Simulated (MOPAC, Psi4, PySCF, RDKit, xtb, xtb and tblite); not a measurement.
Torsional profile of SMILES C#CCCC#C. Scanned: dihedral C2–C3–C4–C5; all other coordinates were relaxed at GFN2-xTB. Points at φ and −φ are mirror images.

Geometry of the scan point at 100° (Å):
```
12

C     -2.1227     1.3051     0.4997
C     -1.4386     0.3323     0.6304
C     -0.5950    -0.8391     0.7419
C      0.4860    -0.8644    -0.3637
C      1.7646    -0.4043     0.1360
C      2.8074    -0.0303     0.5879
H     -2.7305     2.1540     0.4006
H     -1.2304    -1.7258     0.6550
H     -0.1226    -0.8552     1.7275
H      0.6121    -1.8874    -0.7311
H      0.1765    -0.2376    -1.2041
H      3.7289     0.2967     0.9670
```

- GFN2-xTB (xtb and tblite)
- MMFF94 // GFN2-xTB (RDKit)
- PBE0/def2-TZVP // GFN2-xTB (Psi4)
- PBE0-D3(BJ)/def2-TZVP // GFN2-xTB (Psi4)
- PBE/def2-TZVP // GFN2-xTB (Psi4)
- PBE-D3(BJ)/def2-TZVP // GFN2-xTB (Psi4)
- MP2/cc-pVTZ = DF-MP2 (frozen core)/cc-pVTZ // GFN2-xTB run with Psi4
- HF/cc-pVTZ // GFN2-xTB (Psi4)
- UFF // GFN2-xTB (RDKit)
- PM7, restricted, heats of formation // GFN2-xTB (MOPAC)
- PM6, restricted, heats of formation // GFN2-xTB (MOPAC)
- GFN1-xTB // GFN2-xTB (xtb)
- RKS-B3LYP/6-31G* = restricted B3LYP/6-31G*, spherical d, density fitting // GFN2-xTB in PySCF 2.14.0
- RKS-LDA (SVWN5)/6-31G* = restricted LDA (SVWN5)/6-31G*, spherical d, density fitting // GFN2-xTB in PySCF
- RKS-B3LYP/LANL2DZ = restricted B3LYP/LANL2DZ // GFN2-xTB in PySCF
- RKS-B3LYP/3-21G = restricted B3LYP/3-21G // GFN2-xTB in PySCF 2.14.0

Least-squares fit of E(φ) = a0 + Σ (a_n cos nφ + b_n sin nφ), n = 1 to 4, to the 18 scan points, in kcal/mol above the lowest point of each profile (levels whose profile four harmonics don't fit are not listed):

| method | a0 | a1 | b1 | a2 | b2 | a3 | b3 | a4 | b4 | rms of fit |
|---|---|---|---|---|---|---|---|---|---|---|
| GFN2-xTB | 1.59 | 0.74 | 0.00 | 0.32 | 0.00 | 1.21 | 0.00 | 0.03 | 0.00 | 0.01 |
| MMFF94 | 3.24 | 2.32 | 0.00 | 1.45 | 0.00 | 2.35 | 0.00 | -0.07 | 0.00 | 0.04 |
| PBE0/def2-TZVP | 2.69 | 1.43 | 0.00 | 0.51 | 0.00 | 1.80 | 0.00 | 0.00 | 0.00 | 0.02 |
| PBE0-D3(BJ)/def2-TZVP | 2.54 | 1.24 | 0.00 | 0.48 | 0.00 | 1.82 | 0.00 | 0.01 | 0.00 | 0.02 |
| PBE/def2-TZVP | 2.59 | 1.41 | 0.00 | 0.50 | 0.00 | 1.70 | 0.00 | 0.00 | 0.00 | 0.02 |
| PBE-D3(BJ)/def2-TZVP | 2.44 | 1.21 | 0.00 | 0.46 | 0.00 | 1.72 | 0.00 | 0.00 | 0.00 | 0.01 |
| MP2/cc-pVTZ | 2.42 | 0.82 | 0.00 | 0.38 | 0.00 | 2.05 | 0.00 | 0.03 | 0.00 | 0.02 |
| HF/cc-pVTZ | 3.34 | 1.91 | 0.00 | 0.77 | 0.00 | 2.23 | 0.00 | -0.02 | 0.00 | 0.03 |
| UFF | 3.21 | 1.57 | 0.00 | 0.94 | 0.00 | 2.61 | 0.00 | -0.04 | 0.00 | 0.03 |
| PM7 | 1.30 | 0.94 | 0.00 | 0.36 | 0.00 | 0.73 | 0.00 | 0.00 | 0.00 | 0.00 |
| PM6 | 1.50 | 1.15 | 0.00 | 0.34 | 0.00 | 0.68 | 0.00 | -0.01 | 0.00 | 0.00 |
| GFN1-xTB | 1.02 | 0.31 | 0.00 | 0.24 | 0.00 | 0.97 | 0.00 | 0.01 | 0.00 | 0.01 |
| RKS-B3LYP/6-31G* | 2.90 | 1.42 | 0.00 | 0.47 | 0.00 | 1.96 | 0.00 | -0.03 | 0.00 | 0.02 |
| RKS-LDA (SVWN5)/6-31G* | 2.62 | 1.07 | 0.00 | 0.25 | 0.00 | 1.85 | 0.00 | 0.01 | 0.00 | 0.02 |
| RKS-B3LYP/LANL2DZ | 2.92 | 1.60 | 0.00 | 0.46 | 0.00 | 1.80 | 0.00 | 0.00 | 0.00 | 0.01 |
| RKS-B3LYP/3-21G | 2.79 | 1.42 | 0.00 | 0.51 | 0.00 | 1.90 | 0.00 | -0.03 | 0.00 | 0.03 |
